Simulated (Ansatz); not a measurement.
We consider 2H WS2, described by PBE (Ansatz, an electronic-structure program, plane waves, PAW).

Run with plane-wave cutoff 500 eV, 12×12×4 k mesh (along the axes of the cell as run), gaussian smearing 0.02 eV, scalar-relativistic PAW data made under PBE.

Computed at the level's own relaxed cell.

### Question
Give the computed volume per atom, equilibrium lattice constant a and lattice parameter c.

### Answer

- volume per atom = 21.82 Å³/atom
- equilibrium lattice constant a = 3.188 Å
- lattice parameter c = 14.879 Å

Measured, for comparison: lattice constant a 3.153 Å, lattice parameter c 12.323 Å (300 K, no zero-point or thermal correction; as tabulated in arXiv:1605.07067). Computed (rounded) less measured: lattice constant a +1.1 %, lattice parameter c +20.7 %.

Note: the cell comes from a level without a dispersion term, which matters for the spacing of layers, chains or molecules; the cell has widely spaced layers and the level no dispersion term, so their spacing and the moduli can rest on weak binding.

Spin–orbit coupling is not included.

The computed numbers hold no vibrational or temperature effects.

Computing time: about 5 core-minutes (a rough figure).
